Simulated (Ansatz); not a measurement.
# AlH₂O (doublet): relaxing a cheap start

Aim: relax a generated start of AlH₂O (doublet) and see which bonds hold.

Program: Ansatz 0.2.0, Gaussian basis. Level of theory: UKS PBE0/def2-TZVP. These are calculated values, not measurements.

### 1 Where the work starts

4 atoms, charge 0, spin multiplicity 2.

Atoms are counted from 1 here; the program's logs count them from 0.

Bond lengths: Al1–O2 1.647 Å, Al1–H3 1.585 Å, O2–H4 0.950 Å. Angles: O2–Al1–H3 120.9°, Al1–O2–H4 174.7°.

The start was built by rule and, where that kept it together, relaxed with GFN2-xTB. Sticks and bond lists go by distance. 

### 2 Relaxation

Contents of in.yaml:

```yaml
crystal:
  periodic: [false, false, false]
  atoms:
    - {symbol: Al, position_ang: [-0.623435, 0.058005, -0.002442]}
    - {symbol: O, position_ang: [1.005959, -0.179251, 0.003474]}
    - {symbol: H, position_ang: [-1.233452, 1.521051, 0.002829]}
    - {symbol: H, position_ang: [1.954219, -0.228464, 0.007402]}
basis:
  gaussian: {orbitals: def2-TZVP}
magnetization: {spin_polarized: true, initial_magnetization: 1}
hamiltonian: {xc: pbe0}
relax: {f_tol: 0.004, max_steps: 80}
```

Command:

```
$ ansatz run in.yaml --threads 1 --pin off --events-out ev --progress --plain --max-ram 1740MiB
```

Q: Predict the outcome of this session. Wanted: energy gained; shift from the start; total energy; dipole moment; ⟨S²⟩.

The runs gave:

```
                  quantity          value
                     steps             16
             energy gained       0.109 eV
shift from the start (rms)        0.287 Å
              total energy  -8672.2342 eV
             dipole moment         0.89 D
                      ⟨S²⟩          0.753
```

**Reading.** The bonds of the start are those of the end. Al1–O2 went from 1.647 to 1.700 Å. No vibrations were run, so this is a stationary point, not a proven minimum, and this spin need not be the ground state's.
